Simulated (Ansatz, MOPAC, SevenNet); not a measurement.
**Ladder of methods for the lattice parameter a of zinc-blende InAs**

Reference value: 6.047 Å (measured, static lattice: zero-point anharmonic expansion removed; as tabulated in Mejia-Rodriguez and Trickey (2018), arXiv:1807.09216).

| level (code) | value (Å) | error (%) |
|---|---|---|
| AM1 semi-empirical Hartree-Fock (MOPAC) | 4.836 | -20 |
| SevenNet-0 | 6.191 | +2.38 |
| PBE (Ansatz) | 6.186 | +2.30 |
| r²SCAN (Ansatz) | 6.109 | +1.03 |
| r²SCAN0 (Ansatz) | 6.065 | +0.30 |

Closest of the ranked levels: r²SCAN0 (+0.30 %). Farthest off among them: AM1 semi-empirical Hartree-Fock (MOPAC) (-20 %). Of the ranked levels only r²SCAN0 lands within 0.5 %.

AM1 semi-empirical Hartree-Fock (MOPAC): the cell moved over 20 % in volume from its start. AM1 semi-empirical Hartree-Fock (MOPAC): the method was fitted mainly to molecules. AM1 semi-empirical Hartree-Fock (MOPAC): the run uses a supercell at the zone centre in place of a k mesh. Cutoffs and k meshes differ between the levels. Ansatz's density-functional and Hartree–Fock values are scalar-relativistic unless marked +SOC, with PAW data made under PBE.

Machine-learned potentials (SevenNet-0) are trained on DFT data: a solid inside that data is no test of them.

Differences are worked out from the printed values.

Ansatz is an electronic-structure program.
